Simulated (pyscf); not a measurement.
A first-order saddle from PySCF, ωB97X-D3(BJ)/def2-SVP:

```xyz
9

F     -0.9434     0.7920     0.7620
N     -2.1958    -0.7802     0.3204
F     -1.5006    -1.5530     1.0533
F     -2.6186    -1.5340    -0.6419
F     -0.5919    -0.4961    -1.0557
Si     0.1414     1.0630    -0.7321
H      0.9330     0.9044    -2.0166
H     -0.6785     2.2632    -1.0705
H      1.2629     1.2221     0.2438
```
Charge 0, spin multiplicity 1.

Surface: singlet, charge 0. Lowest wavenumbers (cm⁻¹): 509i, 50, 98, 250, 263.

### Question
Name the species on either side of this saddle.

### Answer
F–SiH₃ + F–N(F)–F <-> F–N(F)–F + F–SiH₃, a four-centre exchange read from left to right: F–Si, F–N broken and F–N, F–Si formed. At ωB97M-D3(BJ)/def2-TZVP it lies +3.04 eV from the left side and +3.04 eV from the right (each side as separated species at their lowest minima found). The same reactants have a lower exit, to F–SiH₂–F + F–NH–F (barrier +2.53 eV at ωB97M-D3(BJ)/def2-TZVP, against +3.04 eV here). This is the saddle that the search found; another between the same sides may lie lower. One closed-shell reference is unstable to symmetry breaking; treat the single-reference values with care.
